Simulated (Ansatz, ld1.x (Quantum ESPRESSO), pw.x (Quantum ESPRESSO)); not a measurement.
**Sr (bcc): variants of one TM potential in the solid**

- Element: strontium
- Generator: ld1.x (Quantum ESPRESSO) 7.5
- Type: norm-conserving Troullier–Martins (Kleinman–Bylander form)
- Functional: PBEsol
- Relativity: scalar-relativistic
- Frozen core: [Kr]
- Valence charge: 2
- Reference configuration: 4d0 5s2 5p0
- Partial waves: 5p (bound, empty): rc 3.40 bohr; 4d (bound, empty): rc 2.35 bohr; 5s (bound): rc 2.70 bohr
- Local potential: the s channel
- Core correction: none

Crystal test: bcc Sr in pw.x 7.5, no spin, 10³ k-points, Fermi–Dirac smearing 0.01 Ry, cutoffs set for each file from its atomic test. The reference is all-electron LAPW (Ansatz 0.2.0) with the same functional, mesh and smearing; V0 and B0 come from Birch–Murnaghan fits to the pressures at five volumes. Errors are pseudo minus all-electron; Δ is the rms difference of the E(V) curves that follow from these fits, minima aligned, over ±6 % about the mean V0. Mesh and smearing are coarse, so the numbers serve the comparison and aren't converged zero-temperature values; the lattice is a test structure that the element need not adopt.

All-electron: a0 = 4.692 Å (V0 = 51.65 Å³/atom), B0 = 12.0 GPa.

Base: This is a poor potential for the solid.

1 further variants are left out: they gave no file fit for a test, a broken result, the same result as the base, or pressures whose basis-set error rivals the error shown.

A dash in a converged row means that the minimum lies outside the volumes sampled.

| change | cutoffs (Ry) | pw.x | a0 (Å) | a0 error (%) | B0 error (%) | Δ (meV/atom) | mean pressure error (GPa) |
| --- | --- | --- | --- | --- | --- | --- | --- |
| base | 35/140 | converged | – | – | – | – | -0.71 |
| all radii scaled by about 0.77 (s 2.08, p 2.64, d 1.82 bohr) | 75/300 | converged; bound ghost | – | – | – | – | -6.37 |
| all radii scaled by about 1.25 (s 3.38, p 4.26, d 2.94 bohr) | 35/140 | converged | – | – | – | – | -0.59 |
| all radii scaled by about 1.31 (s 3.54, p 4.46, d 3.08 bohr) | 35/140 | converged | – | – | – | – | -0.58 |

Q: Give the row for: all radii scaled by about 1.11 (s 3.00, p 3.78, d 2.62 bohr).

A: pw.x: converged; mean pressure error (GPa): -0.50; a0 (Å): 4.617; a0 error (%): -1.59; B0 error (%): -8.8; Δ (meV/atom): 6.2.
